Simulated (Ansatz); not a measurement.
Geometry optimisation, UKS PBE0-D4/cc-pVDZ (Ansatz).

Input:

```yaml
crystal:
  periodic: [false, false, false]
  atoms:
    - { symbol: C, position_ang: [-0.42763, -0.066171, 0.078897] }
    - { symbol: C, position_ang: [-0.667954, 1.149716, -0.350657] }
    - { symbol: S, position_ang: [1.096256, -0.932977, -0.347616] }
    - { symbol: H, position_ang: [-1.161936, -0.641848, 0.652241] }
    - { symbol: H, position_ang: [-0.164214, 1.926404, -0.923732] }
    - { symbol: H, position_ang: [1.325579, -1.435123, 0.890866] }
magnetization:
  spin_polarized: true
  initial_magnetization: 1
basis:
  gaussian: { orbitals: cc-pVDZ }
hamiltonian:
  xc: pbe0
  dispersion: d4
relax:
  f_tol: 0.03
  max_steps: 50
```

Command:

```bash
$ ansatz run input.yaml --threads 2 --pin off --max-ram 3072MiB --backend cpu --events-out ev --progress --plain --runs-dir out
```

Where does it end, and by what steps?

It converged. After 7 steps the energy has fallen by 0.003 eV; H6 moved furthest, 0.08 Å.

| step | energy less start (eV) | largest force component (eV/Å) | accepted |
| --- | --- | --- | --- |
| 0 | 0.0000 | 0.171 | yes |
| 1 | -0.0009 | 0.114 | yes |
| 2 | -0.0015 | 0.078 | yes |
| 3 | -0.0020 | 0.052 | yes |
| 4 | -0.0022 | 0.031 | yes |
| 5 | -0.0025 | 0.040 | yes |
| 6 | -0.0025 | 0.034 | no |
| 7 | -0.0025 | 0.011 | yes |

```xyz
6
Properties=species:S:1:pos:R:3
C -0.401 -0.053 0.083
C -0.675 1.152 -0.361
S 1.127 -0.896 -0.319
H -1.128 -0.632 0.664
H -0.204 1.937 -0.949
H 1.282 -1.507 0.882
```

Time of the run: 6.9 s on 2 threads of Intel(R) Xeon(R) 6975P-C (Granite Rapids), with other jobs on the host, peak memory 0.15 GiB.
